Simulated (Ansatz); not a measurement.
**CH₄Si + NH₃: a complex and its separated parts, part 1 of 2**

Aim: how far the complex at one end of a reaction step lies below its separated, relaxed parts, level by level.

Program: Ansatz 0.2.0, Gaussian basis. Level of theory: PBE0-D4/def2-TZVP structures, single points in def2-TZVPP, no counterpoise correction. These are calculated values, not measurements.

Levels: SPW92, PBE-D4, BLYP-D4, r2SCAN-D4, B97M-V, PBE0-D4, B3LYP-D4, r2SCAN0-D4, BHLYP-D4, CAM-B3LYP-D4, wB97X-V, wB97M-V, B2PLYP, PBE-QIDH, RPA on PBE, Hartree-Fock, MP2, CCSD, CCSD(T).

Cores are frozen in the correlated methods. B3LYP uses VWN-RPA correlation. B2PLYP carries no dispersion term here.

41 further runs of the same task are left out: 1 that didn't finish, 40 set aside as unsound or not needed.

## 1. The system as given

The complex: 10 atoms, charge 0, spin multiplicity 1.

Atoms are counted from 1 here; the program's logs count them from 0.

Bond lengths: Si1–C3 1.712 Å, Si1–H5 1.489 Å, Si1–H6 1.489 Å, N2–H4 1.017 Å, N2–H7 1.016 Å, N2–H8 1.016 Å, C3–H9 1.084 Å, C3–H10 1.084 Å. Angles: C3–Si1–H5 120.8°, C3–Si1–H6 120.8°, H5–Si1–H6 111.6°, H4–N2–H7 108.8°, H4–N2–H8 108.8°, H7–N2–H8 108.8°, Si1–C3–H9 122.0°, Si1–C3–H10 122.0°, H9–C3–H10 115.9°.

As a file:

```csv
atom,x (Å),y (Å),z (Å)
Si1,-0.7866,-0.1254,0.2191
N2,0.9100,1.1103,0.2780
C3,-0.4846,-1.5528,-0.6771
H4,1.5708,0.5692,-0.2747
H5,-1.6202,0.9691,-0.3499
H6,-0.8679,-0.1615,1.7053
H7,0.7826,2.0188,-0.1596
H8,1.2954,1.2462,1.2086
H9,-0.1191,-2.4591,-0.2086
H10,-0.6803,-1.6151,-1.7411
```

Its parts: CH₄Si holds atoms 1, 3, 5, 6, 9, 10; NH₃ holds atoms 2, 4, 7, 8. Each part counts its atoms afresh in its own runs.

## 2. Relaxing CH₄Si alone

The input, relax-a/in.yaml:

```yaml
crystal:
  periodic: [false, false, false]
  atoms:
    - {symbol: Si, position_ang: [-0.786579, -0.125380, 0.219136]}
    - {symbol: C, position_ang: [-0.484572, -1.552774, -0.677066]}
    - {symbol: H, position_ang: [-1.620214, 0.969142, -0.349895]}
    - {symbol: H, position_ang: [-0.867878, -0.161485, 1.705326]}
    - {symbol: H, position_ang: [-0.119104, -2.459069, -0.208574]}
    - {symbol: H, position_ang: [-0.680319, -1.615072, -1.741127]}
basis:
  gaussian: {orbitals: def2-TZVP}
hamiltonian: {xc: pbe0, dispersion: d4}
relax: {f_tol: 0.005, max_steps: 200}
```

Launch:

```sh
$ ansatz run in.yaml --threads 2 --pin off --events-out ev --progress --plain --max-ram 4352MiB
```

Output, shortened:

```text
Functional definition: PBE0
  name "PBE0"
  cite "Adamo & Barone, J. Chem. Phys. 110, 6158 (1999) doi:10.1063/1.478522"
  cite "Perdew, Burke & Ernzerhof, Phys. Rev. Lett. 77, 3865 (1996) doi:10.1103/PhysRevLett.77.3865"
  parent pbe
[...]
624 factors; their error is unknown
[...]
mean field -8973.78656671 eV, -329.7805736756 hartree, gradient 7.5e-6 eV, S^2 0.000000; 0 other end points of the search recorded, 0 dependent functions left out
[...]
reference -8973.78659373 eV, -329.7805746685 hartree; 12, 12 occupied and 80, 80 virtual orbitals, 624 factors
[...]
reference -8973.90133793 eV, -329.7847914401 hartree; 12, 12 occupied and 80, 80 virtual orbitals, 624 factors
Total energy: -8973.96897387 eV, -329.7872770153 hartree
Atom 0 at    -0.965775    -0.203350     0.241698 Å, force    -0.000142     0.000522     0.000442 eV/Å
Atom 1 at    -0.514691    -1.562661    -0.671576 Å, force     0.000081    -0.000309    -0.000171 eV/Å
Atom 2 at    -1.557655     1.006311    -0.367700 Å, force     0.000002    -0.000112     0.000146 eV/Å
Atom 3 at    -0.797484    -0.136499     1.708735 Å, force    -0.000013     0.000073    -0.000285 eV/Å
Atom 4 at    -0.081251    -2.445479    -0.216242 Å, force     0.000098    -0.000312     0.000298 eV/Å
Atom 5 at    -0.641811    -1.602960    -1.747115 Å, force    -0.000026     0.000139    -0.000430 eV/Å
Dipole moment:    -0.041585     0.125303     0.084188 e Å
```

Run time: 6 s. Hardware: 2 threads of Arm Neoverse V2, shared host.

Step by step: (the energy doesn't fall at every step)

```csv
step,energy from step 1 (eV),largest force component (eV/Å)
1,0.0000,0.7526
2,0.0613,1.7180
3,-0.0869,0.3420
4,-0.1143,0.1360
5,-0.1144,0.1320
6,-0.1147,0.0502
7,-0.1147,0.0005
```

Close pairs (by a distance rule), those that changed most:

```csv
bond,before (Å),after (Å),change (Å)
Si1–C2,1.712,1.699,-0.014
Si1–H3,1.489,1.478,-0.011
Si1–H4,1.489,1.478,-0.011
C2–H5,1.084,1.084,+0.000
C2–H6,1.084,1.084,+0.000
```

## 3. Relaxing NH₃ alone

The input, relax-b/in.yaml:

```yaml
crystal:
  periodic: [false, false, false]
  atoms:
    - {symbol: N, position_ang: [0.909979, 1.110328, 0.277991]}
    - {symbol: H, position_ang: [1.570779, 0.569182, -0.274681]}
    - {symbol: H, position_ang: [0.782636, 2.018839, -0.159624]}
    - {symbol: H, position_ang: [1.295371, 1.246191, 1.208615]}
basis:
  gaussian: {orbitals: def2-TZVP}
hamiltonian: {xc: pbe0, dispersion: d4}
relax: {f_tol: 0.005, max_steps: 200}
```

Launch:

```sh
$ ansatz run in.yaml --threads 2 --pin off --events-out ev --progress --plain --max-ram 4352MiB
```

Output, shortened:

```text
[... 5 set-up lines as earlier in the session ...]
[...]
287 factors; their error is unknown
[...]
mean field -1537.79261579 eV, -56.5128362771 hartree, gradient 1.3e-5 eV, S^2 0.000000; 0 other end points of the search recorded, 0 dependent functions left out
[...]
Total energy: -1537.80844349 eV, -56.5134179341 hartree
Atom 0 at     0.892986     1.100772     0.279060 Å, force    -0.000058    -0.000396     0.000482 eV/Å
Atom 1 at     1.570863     0.583395    -0.266892 Å, force     0.000411    -0.000669    -0.000885 eV/Å
Atom 2 at     0.794923     2.010747    -0.154056 Å, force    -0.000242     0.000851    -0.000426 eV/Å
Atom 3 at     1.299994     1.249627     1.194190 Å, force    -0.000111     0.000215     0.000828 eV/Å
Dipole moment:     0.308681     0.169377    -0.020006 e Å
```

Run time: 1 s. Hardware: 2 threads of Arm Neoverse V2, shared host.

Relaxation path:

```csv
step,energy from step 1 (eV),largest force component (eV/Å)
1,0.0000,0.2842
2,-0.0057,0.0904
3,-0.0063,0.1110
4,-0.0067,0.0009
```

Distances of close pairs at the start and the end, largest changes first:

```csv
bond,before (Å),after (Å),change (Å)
N1–H2,1.017,1.013,-0.005
N1–H3,1.016,1.013,-0.004
N1–H4,1.016,1.013,-0.004
```

## 4. SPW92/def2-TZVPP

The input, parta/in.yaml:

```yaml
crystal:
  periodic: [false, false, false]
  atoms:
    - {symbol: Si, position_ang: [-0.965775, -0.203350, 0.241698]}
    - {symbol: C, position_ang: [-0.514691, -1.562661, -0.671576]}
    - {symbol: H, position_ang: [-1.557655, 1.006311, -0.367700]}
    - {symbol: H, position_ang: [-0.797484, -0.136499, 1.708735]}
    - {symbol: H, position_ang: [-0.081251, -2.445479, -0.216242]}
    - {symbol: H, position_ang: [-0.641811, -1.602960, -1.747115]}
basis:
  gaussian: {orbitals: def2-TZVPP}
hamiltonian: {xc: lda}
```

The input, partb/in.yaml:

```yaml
crystal:
  periodic: [false, false, false]
  atoms:
    - {symbol: N, position_ang: [0.892986, 1.100772, 0.279060]}
    - {symbol: H, position_ang: [1.570863, 0.583395, -0.266892]}
    - {symbol: H, position_ang: [0.794923, 2.010747, -0.154056]}
    - {symbol: H, position_ang: [1.299994, 1.249627, 1.194190]}
basis:
  gaussian: {orbitals: def2-TZVPP}
hamiltonian: {xc: lda}
```

The same command starts each run, in its folder.

Launch:

```sh
$ ansatz run in.yaml --threads 2 --pin off --events-out ev --progress --plain --max-ram 4352MiB
```

parta printed, shortened:

```text
Functional definition: SPW92
  name "SPW92"
  cite "Dirac, Proc. Camb. Phil. Soc. 26, 376 (1930) doi:10.1017/S0305004100016108"
  cite "Slater, Phys. Rev. 81, 385 (1951) doi:10.1103/PhysRev.81.385"
  cite "Perdew & Wang, Phys. Rev. B 45, 13244 (1992) doi:10.1103/PhysRevB.45.13244"
[...]
704 factors; their error is unknown
[...]
mean field -8936.30622405 eV, -328.4031964879 hartree, gradient 8.2e-5 eV, S^2 0.000000; 0 other end points of the search recorded, 0 dependent functions left out
reference -8936.30625636 eV, -328.4031976754 hartree; 12, 12 occupied and 117, 117 virtual orbitals, 704 factors
Total energy: -8936.30625636 eV, -328.4031976754 hartree
```

Output in partb, shortened:

```text
[... 5 set-up lines as earlier in the session ...]
[...]
332 factors; their error is unknown
[...]
mean field -1526.58935787 eV, -56.1011241423 hartree, gradient 8.6e-5 eV, S^2 0.000000; 0 other end points of the search recorded, 0 dependent functions left out
reference -1526.58937727 eV, -56.1011248553 hartree; 5, 5 occupied and 68, 68 virtual orbitals, 332 factors
Total energy: -1526.58937727 eV, -56.1011248553 hartree
```

Times: 0.4 s (parta), 0.15 s (partb) on 2 threads of Arm Neoverse V2, shared host.

## 5. PBE-D4/def2-TZVPP

The same edit goes into each in.yaml of step 4 (parta, partb):

```diff
-hamiltonian: {xc: lda}
+hamiltonian: {xc: pbe, dispersion: d4}
```

The same command starts each run, in its folder.

Launch:

```sh
$ ansatz run in.yaml --threads 2 --pin off --events-out ev --progress --plain --max-ram 4352MiB
```

parta printed, shortened:

```text
Functional definition: PBE
  name "PBE"
[... 2 set-up lines as earlier in the session ...]
[...]
704 factors; their error is unknown
[...]
mean field -8973.03428101 eV, -329.7529276859 hartree, gradient 1.1e-5 eV, S^2 0.000000; 0 other end points of the search recorded, 0 dependent functions left out
reference -8973.03431576 eV, -329.7529289632 hartree; 12, 12 occupied and 117, 117 virtual orbitals, 704 factors
Total energy: -8973.11619226 eV, -329.7559378691 hartree
```

Log of partb, shortened:

```text
[... 4 set-up lines as earlier in the session ...]
[...]
332 factors; their error is unknown
[...]
mean field -1537.73151646 eV, -56.5105909179 hartree, gradient 5.9e-5 eV, S^2 0.000000; 0 other end points of the search recorded, 0 dependent functions left out
reference -1537.73153680 eV, -56.5105916656 hartree; 5, 5 occupied and 68, 68 virtual orbitals, 332 factors
Total energy: -1537.74291471 eV, -56.5110097960 hartree
```

Wall times: 0.7 s (parta), 0.2 s (partb) on 2 threads of Arm Neoverse V2, shared host.

## 6. BLYP-D4/def2-TZVPP

The same edit goes into each in.yaml of step 5 (parta, partb):

```diff
-hamiltonian: {xc: pbe, dispersion: d4}
+hamiltonian: {xc: {name: BLYP}, dispersion: d4}
```

Each run has its own folder and the same command.

Launch:

```sh
$ ansatz run in.yaml --threads 2 --pin off --events-out ev --progress --plain --max-ram 4352MiB
```

parta printed, shortened:

```text
Functional definition: BLYP
  name "BLYP"
  cite "Becke, Phys. Rev. A 38, 3098 (1988) doi:10.1103/PhysRevA.38.3098"
  cite "Lee, Yang & Parr, Phys. Rev. B 37, 785 (1988) doi:10.1103/PhysRevB.37.785"
[...]
704 factors; their error is unknown
[...]
mean field -8978.15296111 eV, -329.9410357100 hartree, gradient 7.7e-5 eV, S^2 0.000000; 0 other end points of the search recorded, 0 dependent functions left out
reference -8978.15325850 eV, -329.9410466389 hartree; 12, 12 occupied and 117, 117 virtual orbitals, 704 factors
Total energy: -8978.33961539 eV, -329.9478951285 hartree
```

Log of partb, shortened:

```text
[... 4 set-up lines as earlier in the session ...]
[...]
332 factors; their error is unknown
[...]
mean field -1539.10790128 eV, -56.5611721274 hartree, gradient 5.6e-5 eV, S^2 0.000000; 0 other end points of the search recorded, 0 dependent functions left out
reference -1539.10808686 eV, -56.5611789470 hartree; 5, 5 occupied and 68, 68 virtual orbitals, 332 factors
Total energy: -1539.13553611 eV, -56.5621876883 hartree
```

They took 0.65 s (parta), 0.25 s (partb) on 2 threads of Arm Neoverse V2, shared host.

## 7. r2SCAN-D4/def2-TZVPP

The same edit goes into each in.yaml of step 6 (parta, partb):

```diff
-hamiltonian: {xc: {name: BLYP}, dispersion: d4}
+hamiltonian: {xc: r2scan, dispersion: d4}
```

Each run has its own folder and the same command.

Launch:

```sh
$ ansatz run in.yaml --threads 2 --pin off --events-out ev --progress --plain --max-ram 4352MiB
```

parta printed, shortened:

```text
Functional definition: r2SCAN
  name "r2SCAN"
  cite "Furness, Kaplan, Ning, Perdew & Sun, J. Phys. Chem. Lett. 11, 8208 (2020) doi:10.1021/acs.jpclett.0c02405"
  cite "Furness, Kaplan, Ning, Perdew & Sun, J. Phys. Chem. Lett. 11, 9248 (2020) doi:10.1021/acs.jpclett.0c03077"
  parent r2scan
[...]
704 factors; their error is unknown
[...]
mean field -8977.26456973 eV, -329.9083879290 hartree, gradient 2.8e-5 eV, S^2 0.000000; 0 other end points of the search recorded, 0 dependent functions left out
reference -8977.26457988 eV, -329.9083883021 hartree; 12, 12 occupied and 117, 117 virtual orbitals, 704 factors
Total energy: -8977.28293899 eV, -329.9090629870 hartree
```

Log of partb, shortened:

```text
[... 5 set-up lines as earlier in the session ...]
[...]
332 factors; their error is unknown
[...]
mean field -1538.76471217 eV, -56.5485601600 hartree, gradient 3.1e-5 eV, S^2 0.000000; 0 other end points of the search recorded, 0 dependent functions left out
reference -1538.76471862 eV, -56.5485603972 hartree; 5, 5 occupied and 68, 68 virtual orbitals, 332 factors
Total energy: -1538.76743157 eV, -56.5486600961 hartree
```

Wall times: 1.4 s (parta), 0.55 s (partb) on 2 threads of Arm Neoverse V2, shared host.

## 8. B97M-V/def2-TZVPP

The same edit goes into each in.yaml of step 7 (parta, partb):

```diff
-hamiltonian: {xc: r2scan, dispersion: d4}
+hamiltonian: {xc: {name: B97M-V}}
```

Each run has its own folder and the same command.

Launch:

```sh
$ ansatz run in.yaml --threads 2 --pin off --events-out ev --progress --plain --max-ram 4352MiB
```

parta printed, shortened:

```text
Functional definition: B97M-V
  name "B97M-V"
  cite "Mardirossian & Head-Gordon, J. Chem. Phys. 142, 074111 (2015) doi:10.1063/1.4907719"
  cite "Becke, J. Chem. Phys. 107, 8554 (1997) doi:10.1063/1.475007"
  cite "Vydrov & Van Voorhis, J. Chem. Phys. 133, 244103 (2010) doi:10.1063/1.3521275"
  # Of w^i u^j: cxij and so on, Table III.
[...]
  gx(w, u) = cx00 + cx01*u + cx02*u^2 + (cx10 + cx11*u)*w
[...]
  gos(w, u) = cos00 + cos01*u + cos03*u^3 + cos10*w + cos32*w^3*u^2
[...]
      + integral(e_c_pw_mod_opposite_spin*gos(b97_w_opposite, b97_u_opposite)) + vv10(b, c)
704 factors; their error is unknown
[...]
mean field -8976.76341175 eV, -329.8899707132 hartree, gradient 1.5e-5 eV, S^2 0.000000; 0 other end points of the search recorded, 0 dependent functions left out
reference -8976.76346442 eV, -329.8899726487 hartree; 12, 12 occupied and 117, 117 virtual orbitals, 704 factors
Total energy: -8976.76346442 eV, -329.8899726487 hartree
```

Log of partb, shortened:

```text
[... 5 set-up lines as earlier in the session ...]
  # Of w^i u^j: cxij and so on, Table III.
[...]
  gx(w, u) = cx00 + cx01*u + cx02*u^2 + (cx10 + cx11*u)*w
[...]
  gos(w, u) = cos00 + cos01*u + cos03*u^3 + cos10*w + cos32*w^3*u^2
[...]
      + integral(e_c_pw_mod_opposite_spin*gos(b97_w_opposite, b97_u_opposite)) + vv10(b, c)
332 factors; their error is unknown
[...]
mean field -1539.38747213 eV, -56.5714461664 hartree, gradient 4.5e-5 eV, S^2 0.000000; 0 other end points of the search recorded, 0 dependent functions left out
reference -1539.38750495 eV, -56.5714473726 hartree; 5, 5 occupied and 68, 68 virtual orbitals, 332 factors
Total energy: -1539.38750495 eV, -56.5714473726 hartree
```

Wall times: 3.1 s (parta), 0.8 s (partb) on 2 threads of Arm Neoverse V2, shared host.

## 9. PBE0-D4/def2-TZVPP

Each input of step 8 (parta, partb) changes in the same lines:

```diff
-hamiltonian: {xc: {name: B97M-V}}
+hamiltonian: {xc: pbe0, dispersion: d4}
+output: {orbitals: {seedname: orbitals}}
```

One command serves all of them, each in its own folder.

Launch:

```sh
$ ansatz run in.yaml --threads 2 --pin off --events-out ev --progress --plain --max-ram 4352MiB
```

Output in parta, shortened:

```text
[... 5 set-up lines as earlier in the session ...]
[...]
707 factors; their error is unknown
[...]
mean field -8973.93239392 eV, -329.7859327268 hartree, gradient 1.3e-5 eV, S^2 0.000000; 0 other end points of the search recorded, 0 dependent functions left out
reference -8973.93241984 eV, -329.7859336794 hartree; 12, 12 occupied and 117, 117 virtual orbitals, 707 factors
Total energy: -8974.00005579 eV, -329.7884192545 hartree
```

Output in partb, shortened:

```text
[... 5 set-up lines as earlier in the session ...]
[...]
332 factors; their error is unknown
[...]
mean field -1537.87184725 eV, -56.5157479796 hartree, gradient 9.5e-6 eV, S^2 0.000000; 0 other end points of the search recorded, 0 dependent functions left out
reference -1537.87186317 eV, -56.5157485644 hartree; 5, 5 occupied and 68, 68 virtual orbitals, 332 factors
Total energy: -1537.88097890 eV, -56.5160835615 hartree
```

They took 0.9 s (parta), 0.25 s (partb) on 2 threads of Arm Neoverse V2, shared host.

## 10. B3LYP-D4/def2-TZVPP

The same edit goes into each in.yaml of step 9 (parta, partb):

```diff
-hamiltonian: {xc: pbe0, dispersion: d4}
-output: {orbitals: {seedname: orbitals}}
+hamiltonian: {xc: {name: B3LYP}, dispersion: d4}
```

The same command starts each run, in its folder.

Launch:

```sh
$ ansatz run in.yaml --threads 2 --pin off --events-out ev --progress --plain --max-ram 4352MiB
```

parta printed, shortened:

```text
Functional definition: B3LYP
  name "B3LYP"
  cite "Stephens, Devlin, Chabalowski & Frisch, J. Phys. Chem. 98, 11623 (1994) doi:10.1021/j100096a001"
[... 2 set-up lines as earlier in the session ...]
  cite "Vosko, Wilk & Nusair, Can. J. Phys. 58, 1200 (1980) doi:10.1139/p80-159"
[...]
707 factors; their error is unknown
[...]
mean field -8979.53669205 eV, -329.9918868844 hartree, gradient 9.2e-6 eV, S^2 0.000000; 0 other end points of the search recorded, 0 dependent functions left out
reference -8979.53691249 eV, -329.9918949852 hartree; 12, 12 occupied and 117, 117 virtual orbitals, 707 factors
Total energy: -8979.67047109 eV, -329.9968031734 hartree
```

Output in partb, shortened:

```text
[... 6 set-up lines as earlier in the session ...]
[...]
332 factors; their error is unknown
[...]
mean field -1539.85469604 eV, -56.5886163284 hartree, gradient 1.7e-5 eV, S^2 0.000000; 0 other end points of the search recorded, 0 dependent functions left out
reference -1539.85483565 eV, -56.5886214590 hartree; 5, 5 occupied and 68, 68 virtual orbitals, 332 factors
Total energy: -1539.87289642 eV, -56.5892851802 hartree
```

They took 0.85 s (parta), 0.25 s (partb) on 2 threads of Arm Neoverse V2, shared host.

## 11. r2SCAN0-D4/def2-TZVPP

The same edit goes into each in.yaml of step 10 (parta, partb):

```diff
-hamiltonian: {xc: {name: B3LYP}, dispersion: d4}
+hamiltonian: {xc: {name: r2SCAN0}, dispersion: d4}
```

Each run has its own folder and the same command.

Launch:

```sh
$ ansatz run in.yaml --threads 2 --pin off --events-out ev --progress --plain --max-ram 4352MiB
```

Output in parta, shortened:

```text
Functional definition: r2SCAN0
  name "r2SCAN0"
  cite "Bursch, Neugebauer, Ehlert & Grimme, J. Chem. Phys. 156, 134105 (2022) doi:10.1063/5.0086040"
[... 3 set-up lines as earlier in the session ...]
[...]
707 factors; their error is unknown
[...]
mean field -8976.99863209 eV, -329.8986149010 hartree, gradient 1.4e-5 eV, S^2 0.000000; 0 other end points of the search recorded, 0 dependent functions left out
reference -8976.99864018 eV, -329.8986151985 hartree; 12, 12 occupied and 117, 117 virtual orbitals, 707 factors
Total energy: -8977.02027531 eV, -329.8994102747 hartree
```

Log of partb, shortened:

```text
[... 6 set-up lines as earlier in the session ...]
[...]
332 factors; their error is unknown
[...]
mean field -1538.56926543 eV, -56.5413776247 hartree, gradient 3.9e-5 eV, S^2 0.000000; 0 other end points of the search recorded, 0 dependent functions left out
reference -1538.56927051 eV, -56.5413778117 hartree; 5, 5 occupied and 68, 68 virtual orbitals, 332 factors
Total energy: -1538.57227182 eV, -56.5414881076 hartree
```

Times: 1.5 s (parta), 0.55 s (partb) on 2 threads of Arm Neoverse V2, shared host.

## 12. BHLYP-D4/def2-TZVPP

The same edit goes into each in.yaml of step 11 (parta, partb):

```diff
-hamiltonian: {xc: {name: r2SCAN0}, dispersion: d4}
+hamiltonian: {xc: {name: BHLYP}, dispersion: d4}
```

The same command starts each run, in its folder.

Launch:

```sh
$ ansatz run in.yaml --threads 2 --pin off --events-out ev --progress --plain --max-ram 4352MiB
```

Output in parta, shortened:

```text
Functional definition: BHLYP
  name "BHLYP"
  cite "Becke, J. Chem. Phys. 98, 1372 (1993) doi:10.1063/1.464304"
[... 2 set-up lines as earlier in the session ...]
[...]
767 factors; their error is unknown
[...]
mean field -8977.98842434 eV, -329.9349890956 hartree, gradient 6.7e-5 eV, S^2 0.000000; 0 other end points of the search recorded, 0 dependent functions left out
reference -8977.98857316 eV, -329.9349945646 hartree; 12, 12 occupied and 117, 117 virtual orbitals, 767 factors
Total energy: -8978.08830050 eV, -329.9386594765 hartree
```

Output in partb, shortened:

```text
[... 5 set-up lines as earlier in the session ...]
[...]
346 factors; their error is unknown
[...]
mean field -1538.73564380 eV, -56.5474919172 hartree, gradient 7.6e-5 eV, S^2 0.000000; 0 other end points of the search recorded, 0 dependent functions left out
reference -1538.73574044 eV, -56.5474954688 hartree; 5, 5 occupied and 68, 68 virtual orbitals, 346 factors
Total energy: -1538.74644056 eV, -56.5478886909 hartree
```

Wall times: 0.75 s (parta), 0.25 s (partb) on 2 threads of Arm Neoverse V2, shared host.

## 13. CAM-B3LYP-D4/def2-TZVPP

Each input of step 12 (parta, partb) changes in the same lines:

```diff
-hamiltonian: {xc: {name: BHLYP}, dispersion: d4}
+hamiltonian: {xc: {name: CAM-B3LYP}, dispersion: d4}
```

Each run has its own folder and the same command.

Launch:

```sh
$ ansatz run in.yaml --threads 2 --pin off --events-out ev --progress --plain --max-ram 4352MiB
```

parta printed, shortened:

```text
Functional definition: CAM-B3LYP
  name "CAM-B3LYP"
  cite "Yanai, Tew & Handy, Chem. Phys. Lett. 393, 51 (2004) doi:10.1016/j.cplett.2004.06.011"
  cite "Iikura, Tsuneda, Yanai & Hirao, J. Chem. Phys. 115, 3540 (2001) doi:10.1063/1.1383587"
[... 2 set-up lines as earlier in the session ...]
[...]
  # Exact exchange under (alpha + beta erf(omega r))/r, Becke's under what is left of 1/r.
[...]
707 factors; their error is unknown
186 factors; integrals over basis functions are off by at most 1.8e-5 eV
[...]
mean field -8978.19322975 eV, -329.9425155554 hartree, gradient 1.7e-5 eV, S^2 0.000000; 0 other end points of the search recorded, 0 dependent functions left out
reference -8978.19333719 eV, -329.9425195038 hartree; 12, 12 occupied and 117, 117 virtual orbitals, 707 factors
Total energy: -8978.26118700 eV, -329.9450129383 hartree
```

Output in partb, shortened:

```text
[... 6 set-up lines as earlier in the session ...]
[...]
  # Exact exchange under (alpha + beta erf(omega r))/r, Becke's under what is left of 1/r.
[...]
332 factors; their error is unknown
102 factors; integrals over basis functions are off by at most 1.2e-5 eV
[...]
mean field -1539.00931620 eV, -56.5575491924 hartree, gradient 6.3e-5 eV, S^2 0.000000; 0 other end points of the search recorded, 0 dependent functions left out
reference -1539.00938429 eV, -56.5575516946 hartree; 5, 5 occupied and 68, 68 virtual orbitals, 332 factors
Total energy: -1539.01810911 eV, -56.5578723260 hartree
```

Wall times: 0.9 s (parta), 0.3 s (partb) on 2 threads of Arm Neoverse V2, shared host.

(Continued in part 2 of 2.)
